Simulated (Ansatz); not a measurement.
Mulliken charges of C$_{2}$H$_{2}$O$_{3}$ (`O=COC=O`) from B3LYP/def2-TZVPP in Ansatz (PBE0-D4/def2-TZVP geometry).

| atom | x (Å) | y (Å) | z (Å) | charge (e) |
| --- | --- | --- | --- | --- |
| O1 | 0.032 | 0.443 | 1.731 | -0.204 |
| C2 | 0.209 | -0.516 | 1.065 | 0.215 |
| O3 | 0.326 | -0.543 | -0.304 | -0.236 |
| C4 | -0.171 | 0.463 | -1.096 | 0.215 |
| O5 | -1.023 | 1.227 | -0.802 | -0.204 |
| H6 | 0.357 | -1.541 | 1.433 | 0.108 |
| H7 | 0.331 | 0.399 | -2.072 | 0.108 |

Problem. By hand: the dipole of these point charges (1 e Å = 4.8032 D).

Solution. Σ q r = (0.208, -0.347, -0.193) e Å, of length 0.448 e Å = 2.15 D.

Problem. How does the dipole of the full density compare? (Best estimate.)

Solution. The calculation gave: (0.316, -0.529, -0.295) e Å, 3.28 D; the point charges give 0.66 times that, at 0° from its direction.

Point charges leave out the atoms' own dipoles, such as those of lone pairs, and Mulliken's split depends on the basis, so the two needn't agree.

B3LYP here is the variant with VWN-RPA as its local correlation; programs differ in this.
